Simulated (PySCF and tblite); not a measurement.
**Conformer ensemble of C2H7N, numbered as in [CH3:1][CH2:2][NH2:3]**

The ensemble was built from 90 distance-geometry starts (ETKDG and KDG, MMFF94s, GFN2-xTB) and rests on PBE0-D3(BJ)/def2-SVP geometries. Weights use PBE0-D3(BJ)/def2-TZVP energies plus GFN2-xTB zero-point and thermal terms (modes under about 100 cm⁻¹ blended into free rotors). Symmetry numbers and mirror images are counted. Conformers within 4 kcal/mol (GFN2-xTB free energy) were kept, 5 at most. GIAO shieldings: PBE0/pcSseg-1. Shifts are against TMS (¹H), TMS (¹³C), NH3 (¹⁵N) at the same level. (PySCF 2.14, tblite 0.8.)

Torsions listed: C1–C2–N3–H3. Of a mirror pair one member is shown.

```json
{"conformer": "1", "shape": "-64°", "symmetry": "C1 (pair)", "E(GFN2) kcal/mol": "1.09", "E(DFT) kcal/mol": "0.10", "G(298.15 K) kcal/mol": "0.00", "weight %": "69.7", "dipole D": "1.30"}
{"conformer": "2", "shape": "-58°", "symmetry": "Cs", "E(GFN2) kcal/mol": "0.00", "E(DFT) kcal/mol": "0.00", "G(298.15 K) kcal/mol": "0.49", "weight %": "30.3", "dipole D": "1.33"}
```

Weights (%) against temperature:

```tsv
T (K)	1	2	S(mix) cal/mol/K
180	70.2	29.8	2.18
230	69.9	30.1	2.18
298.15	69.7	30.3	2.18
330	69.6	30.4	2.18
400	69.5	30.5	2.18
```

Averaged shifts at 298.15 K. ¹H: 2.67 (H2, 2H), 1.05 (H1, 3H) ppm. ¹³C: 40.4 (C2), 21.1 (C1) ppm. ¹⁵N: 41.6 (N3) ppm.

Coordinates of conformer 1 (Å):

```xyz
10

C    -1.146    0.071   -0.009
C     0.269   -0.436   -0.217
N     1.218    0.370    0.528
H    -1.882   -0.570   -0.517
H    -1.264    1.092   -0.409
H    -1.386    0.104    1.064
H     0.338   -1.473    0.154
H     0.474   -0.492   -1.308
H     1.224    1.324    0.169
H     2.164    0.016    0.406
```

Coordinates of conformer 2 (Å):

```xyz
10

C    -1.048   -0.212    0.039
C     0.251    0.569    0.198
N     1.459   -0.111   -0.224
H    -1.021   -1.148    0.623
H    -1.219   -0.485   -1.016
H    -1.920    0.369    0.380
H     0.178    1.518   -0.362
H     0.374    0.864    1.255
H     1.569   -0.983    0.292
H     1.387   -0.376   -1.206
```

H on N, O and S are left out: they exchange, and hydrogen bonds move them by several ppm. Unscaled ¹⁵N shifts at such levels can be off by tens of ppm; differences between conformers or isomers are more reliable. Shifts are unscaled: against experiment ¹³C can be off by 15 ppm or more and ¹H by 0.8 ppm.

Search and properties took 14 s on 1 thread of Arm Neoverse V1 (shared host) (rough), launched as `OMP_NUM_THREADS=1 python ens_run.py task.json out`.


¹⁵N shifts are against a computed isolated NH3 molecule, about 20 ppm from the liquid.